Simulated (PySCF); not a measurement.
Dipole moment and polarisability of `FC1(F)CC1`

C3H4F2.
Numbering: `[F:1][C:2]1([F:3])[CH2:4][CH2:5]1` (hydrogens: H6, H7 on C4; H8, H9 on C5)

Cartesian coordinates in Å at the PBE0-D3(BJ)/def2-SVP level; atoms count from 1:
```xyz
9
C3H4F2 angstrom
F      0.273    1.080    1.543
C      0.249    0.704    0.259
F      0.710    1.697   -0.512
C      0.564   -0.693   -0.091
C     -0.859   -0.138   -0.227
H      1.129   -0.870   -1.010
H      0.763   -1.387    0.729
H     -1.235    0.052   -1.235
H     -1.603   -0.466    0.504
```

Level: CAM-B3LYP/def2-SVPD (PySCF), static field, nuclei fixed, core orbitals frozen in the response. The polarisability tensor in these axes (au):

```
x   37.37 -0.27  0.45
y   -0.27 36.96  0.56
z    0.45  0.56 35.14
```

Diagonalise the tensor; give its mean and Δα, where Δα² is half the sum of the squared differences of the eigenvalues.

Principal values 34.88, 37.08 and 37.52 au; mean 36.49 au = 5.41 Å³ = 6.02 × 10⁻⁴⁰ C²·m²/J; Δα = 2.45 au (7 % of the mean).

What is the dipole moment, and where does it point?

(-0.74, -2.10, -0.79) D, 2.36 D in size, pointing from the negative to the positive side. Measured along this direction, the outermost atoms are F3 and F1 at the negative end and H8, H6, H9 and H7 at the positive end.

Orientational against electronic polarisability at 298 K (dilute gas, rigid molecules)?

In Gaussian units μ²/3kT = 45.30 Å³ against 5.41 Å³, a ratio of 8.38; the Debye molar polarisation (4π/3)N_A(α + μ²/3kT) is 127.9 cm³/mol, leaving out the vibrational part.

In TDDFT the mean static polarisability is Σ f/ω² over all singlet excitations (ω in hartree). How much of it do the 10 lowest give? Their energies (eV) and oscillator strengths: 8.23, 0.0202; 8.62, 0.0000; 8.80, 0.0021; 9.12, 0.0060; 9.22, 0.0148; 9.53, 0.0001; 9.88, 0.1423; 10.09, 0.0000; 10.15, 0.0367; 10.36, 0.0029.

They add up to 1.79 au, 4.9 % of the 36.49 au; the largest single term is 1.08 au, from the state at 9.88 eV. Terms in order: 0.22, 0.00, 0.02, 0.05, 0.13, 0.00, 1.08, 0.00, 0.26, 0.02 au. Higher excitations give the rest. The strengths listed sum to 0.225.

Traceless (Buckingham) quadrupole moment about the centre of nuclear charge: eigenvalues?

-1.38, -0.89, 2.27 D·Å. The values depend on the origin, since the dipole doesn't vanish. The electronic extent ⟨r²⟩ about the same centre is 337 bohr², a root-mean-square distance of 1.54 Å for the 40 electrons.

Geometry: PBE0-D3(BJ)/def2-SVP; no solvent, vibrations or thermal averaging.
